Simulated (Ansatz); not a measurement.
Basis-set extrapolation for C5H8O, SMILES `C#CCOCC` (PBE0-D4/def2-TZVP geometry, frozen core, Ansatz 0.2.0). Multiplicity 1, RHF reference.

```csv
,def2-TZVPP,def2-QZVPP
HF,-268.883214,-268.895363
MP2 correlation,-1.055242,-1.126307
CCSD(T) correlation,-1.144173,not run
```

Energies in hartree. Use E(X) = E(∞) + A·exp(−7.88·√X) for Hartree–Fock and E(X) = E(∞) + B·X^(−2.97) for correlation, with X = 3 and 4, and add CCSD(T) minus MP2 of the smaller set to the MP2 limit.

Question: What is the CCSD(T) energy at the basis-set limit?

Answer: HF limit: -268.895363 + (-0.012149) × 0.13774 = -268.89704. MP2 limit: -1.126307 + (-0.071065) × 0.74074 = -1.17895. Higher-order term: -1.144173 − (-1.055242) = -0.08893. Total: -270.16492 hartree, 361.1 kJ/mol below CCSD(T)/def2-TZVPP.
